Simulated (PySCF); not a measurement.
Compound: silicon dioxide, SiO₂.
SMILES: `O=[Si]=O`

The closed-shell ground state was solved at several levels (PySCF, density fitting, gas phase, non-relativistic). Isolated species at its PBE0-D3(BJ)/def2-TZVP geometry, gas phase. The dipole stays under 0.02 D at every level.

```tsv
level	basis functions	total energy (Eh)	HOMO (eV)	LUMO (eV)	gap (eV)
wB97X-D/aug-cc-pVTZ	142	-439.9554	-11.88	-1.67	10.21
PBE0/aug-cc-pVTZ	142	-439.7331	-9.98	-3.48	6.50
CAM-B3LYP/aug-cc-pVTZ	142	-439.9787	-11.45	-2.51	8.94
```

Task: Estimate the row for PBE0/pcSseg-2, a basis of 115 functions; the other rows only guide the guess.

Result: Total energy -439.7432 Eh, HOMO -10.00 eV, LUMO -3.51 eV, gap 6.49 eV.

Note: wB97X-D ran without an empirical dispersion term, which enters the total energy and its gradient alone.

***

4-methylisothiazole, C₄H₅NS.
SMILES with atom numbers: `[CH3:1][c:2]1[cH:3][n:4][s:5][cH:6]1` (hydrogens: H7, H8, H9 on C1; H10 on C3; H11 on C6)

The closed-shell ground state was solved at several levels (PySCF, density fitting, gas phase, non-relativistic). Geometry: PBE0-D3(BJ)/def2-SVP; no solvent, vibrations or thermal averaging.

```tsv
level	basis functions	HOMO (eV)	LUMO (eV)	gap (eV)	dipole (D)
CAM-B3LYP/pcSseg-2	293	-8.45	0.19	8.64	2.93
CAM-B3LYP/def2-SVPD	167	-8.48	0.17	8.65	2.92
```

(1) Estimate the row for PBE0/pcSseg-1, a basis of 134 functions; the other rows only guide the guess.

(2) How far do the dipole and the HOMO energy spread over the levels?

## Answers

(1) HOMO -7.29 eV, LUMO -0.84 eV, gap 6.45 eV, dipole 2.89 D.

(2) The dipole runs from 2.89 to 2.93 D (mean 2.91 D) and the HOMO from -8.48 to -7.29 eV.
